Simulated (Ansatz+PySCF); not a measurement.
The numbers below are computed, except where a source is named.
This Ansatz input gave a total energy of -78.19482 hartree.

```yaml
crystal:
  periodic: [false, false, false]
  atoms:
    - { symbol: C, position_ang: [0.0, 0.0, -0.10592] }
    - { symbol: H, position_ang: [0.0, 1.00396, 0.31776] }
    - { symbol: H, position_ang: [0.0, -1.00396, 0.31776] }
    - { symbol: C, position_ang: [30.01638, -0.00268, -0.10461] }
    - { symbol: H, position_ang: [29.29196, 0.75558, 0.19154] }
    - { symbol: H, position_ang: [30.60976, -0.73953, 0.43613] }
basis:
  gaussian: { orbitals: cc-pVDZ }
magnetization:
  spin_polarized: true
hamiltonian:
  xc: { name: wB97X }
scf:
  omitted_lower_state_checks: [stability, starts, atomic_configurations, cluster_reference, orbital_swaps, given_window_search, neighbouring_geometries, increment]
```

(1) Write an input for PySCF with the same method and basis set.

## Answers

(1)

```python
from pyscf import gto, dft

mol = gto.M(atom="""
C 0.000000 0.000000 -0.105920
H 0.000000 1.003960 0.317760
H 0.000000 -1.003960 0.317760
C 30.016380 -0.002680 -0.104610
H 29.291960 0.755580 0.191540
H 30.609760 -0.739530 0.436130
""", basis='cc-pvdz', charge=0, spin=0)
mf = dft.UKS(mol, xc='wb97x')
mf.kernel()
print(mf.converged, mf.e_tot, mf.spin_square()[0])
```

PySCF 2.14.0 gave -78.19481 hartree, 0.30 meV from the first. This is not the lowest solution: another run reaches a determinant 2.14 eV lower.
